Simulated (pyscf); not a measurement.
Addition across a multiple bond or ene-type step: `[S]=[Ge]` [singlet] + `[FH]` → `[F][Ge][SH]` [singlet]

Gas phase, singlet surface, charge 0. Bonds broken: F3–H4. Bonds formed: Ge1–F3, S2–H4. Single points on ωB97X-D3(BJ)/def2-SVP structures (PySCF, gas phase). Correlated levels are frozen-core, on RHF or UHF. ΔMP2 is the change of the MP2 total energy from the triple- to the quadruple-zeta basis.

Transition state (Å):

```xyz
4

Ge     1.1831     1.3915     0.0407
S      0.4701     0.3687    -1.6561
F     -0.2163     0.1828     0.9005
H     -0.2672    -0.0819    -0.2274
```

One imaginary mode, 1051i cm⁻¹; descent along it reached the two sides named, in the forms told below.

```json
[
 {"bond": "F3–H4", "change": "breaks", "reactant side (Å)": "0.939", "saddle": "1.160", "product side": "2.511"},
 {"bond": "Ge1–F3", "change": "forms", "reactant side (Å)": "2.6", "saddle": "2.039", "product side": "1.763"},
 {"bond": "S2–H4", "change": "forms", "reactant side (Å)": "2.378", "saddle": "1.670", "product side": "1.349"}
]
```

Electronic energies relative to the separated reactants (kcal/mol):

| level | barrier | reaction energy | reverse barrier |
|---|---|---|---|
| ωB97X-D3(BJ)/def2-TZVP | 1.6 | -26.9 | 28.5 |
| PBE/def2-TZVP | -2.5 | -24.0 | 21.5 |
| r²SCAN/def2-TZVP | -0.9 | -25.5 | 24.6 |
| B3LYP-D3(BJ)/def2-TZVP | 2.5 | -24.1 | 26.6 |
| PBE0-D3(BJ)/def2-TZVP | 0.4 | -24.5 | 24.9 |
| M06-2X/def2-TZVP | 2.4 | -26.0 | 28.4 |
| ωB97M-D3(BJ)/def2-TZVP | 2.7 | -24.4 | 27.1 |
| HF/def2-TZVP | 17.9 | -21.5 | 39.5 |
| MP2/def2-QZVPP | 6.9 | -17.1 | 24.0 |
| CCSD/def2-TZVPP | 9.7 | -19.5 | 29.3 |
| CCSD(T)/def2-TZVPP | 8.0 | -18.4 | 26.4 |
| CCSD(T)/def2-TZVPP + ΔMP2(QZVPP) | 8.1 | -18.1 | 26.1 |

With CCSD(T)/def2-TZVPP + ΔMP2(QZVPP) energies and thermal terms (ideal gas, 1 atm, RRHO with modes under 100 cm⁻¹ raised to 100, one conformer, R ln 2 for chiral ones without a mode under 150 cm⁻¹), in kcal/mol:

```json
[
 {"T (K)": "298", "ΔH‡": "5.5", "ΔG‡": "14.4", "ΔH": "-18.6", "ΔG": "-10.5"},
 {"T (K)": "600", "ΔH‡": "5.1", "ΔG‡": "23.5", "ΔH": "-18.4", "ΔG": "-2.3"},
 {"T (K)": "900", "ΔH‡": "5.2", "ΔG‡": "32.7", "ΔH": "-17.9", "ΔG": "+5.6"},
 {"T (K)": "1200", "ΔH‡": "5.4", "ΔG‡": "41.9", "ΔH": "-17.2", "ΔG": "+13.4"}
]
```

On the reactant side the descent ends in a complex, 6.2 kcal/mol under the separated species and 7.8 kcal/mol under the saddle at ωB97X-D3(BJ)/def2-TZVP. At PBE, r²SCAN the saddle lies under the separated reactants, which points to a path from their complex (located at ωB97X-D3(BJ) alone). One saddle was located; it need not be the lowest between these sides. The CCSD(T) − MP2 part came from Ansatz, without density fitting, on the same reference. The frozen core leaves the outer d or s,p core shells of the metals and heavy elements correlated in the MP2 and CC values, and def2-TZVPP describes them poorly, which can shift differences by a few kcal/mol. Elements up to Kr have no core potential and no relativistic terms here.
